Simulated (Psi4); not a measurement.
Reaction (SMILES): N#N (N2) + 3 [H][H] (H2) → 2 N (NH3)
B3LYP-D3(BJ)/def2-TZVP geometries, fixed; electronic energies without zero-point terms.

Effect of the integral screening threshold at wB97X-V/cc-pVTZ with Psi4, against the last row, where the energy of full hydrogenation is -40.62 kcal/mol.

| setting | largest shift of a total energy (mEh) | shift of the energy of full hydrogenation (kcal/mol) |
|---|---|---|
| ints_tolerance: 1e-6 | 0.000 | 0.000 |
| ints_tolerance: 1e-8 | 0.000 | 0.000 |
| ints_tolerance: 1e-10 | 0.000 | 0.000 |
| ints_tolerance: 1e-14 | 0.000 | 0.000 |

Within 0.02 kcal/mol in the energy of full hydrogenation: ints_tolerance: 1e-6; ints_tolerance: 1e-8; ints_tolerance: 1e-10. The largest shift is 0.000 mEh in a total energy and 0.000 kcal/mol in the difference.
